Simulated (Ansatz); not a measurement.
Consider the atomization: `CCC(N)F` → 3 C• + F• + 8 H• + N•.

Calculated with Ansatz (gas phase, PBE0-D4/def2-TZVP geometries, no zero-point term in ΔE). CCSD(T)/CBS is the MP2 limit (def2-TZVPP, def2-QZVPP) plus CCSD(T) − MP2 in def2-TZVPP, frozen cores. This one scheme is used for every species, atoms too. DFT in def2-TZVPP. B3LYP here is the variant with VWN-RPA as its local correlation; programs differ in this. No spin–orbit coupling; open shells (•) take unrestricted orbitals. Spin–orbit coupling would lower the free atoms: a little for C, F. Each species was taken in one conformer, which may not be the lowest.

CCSD(T)/CBS gives +4990.7 kJ/mol.

(1) Another level gave +4946.9 kJ/mol. Which?
A. ωB97X-V/def2-TZVPP
B. B2PLYP/def2-TZVPP
C. B3LYP-D4/def2-TZVPP
D. CCSD(T)/def2-TZVPP

Largest T1 diagnostic among the species: 0.010.

## Answers

(1) B. B2PLYP 4946.9, B3LYP-D4 5000.5, ωB97X-V 5006.3, CCSD(T)/def2-TZVPP 4867.7 kJ/mol.

From PBE to PBE0 (25 % exact exchange), in def2-TZVPP and without D4, ΔE moves by −88.0 kJ/mol: exact exchange takes away binding that semilocal exchange gives to molecules. In def2-TZVPP, CCSD(T) changes the Hartree–Fock value by +1242.6 kJ/mol (the triples alone add +66.6 kJ/mol) and MP2 by +1305.5 kJ/mol; breaking electron pairs costs correlation energy, which Hartree–Fock lacks.

For atomizations the MP2-based limit and the directly extrapolated one differ by several kJ/mol either way, and by 10 to 25 for some Ge, Se and Sn compounds, so smaller differences from it don't rank the levels.
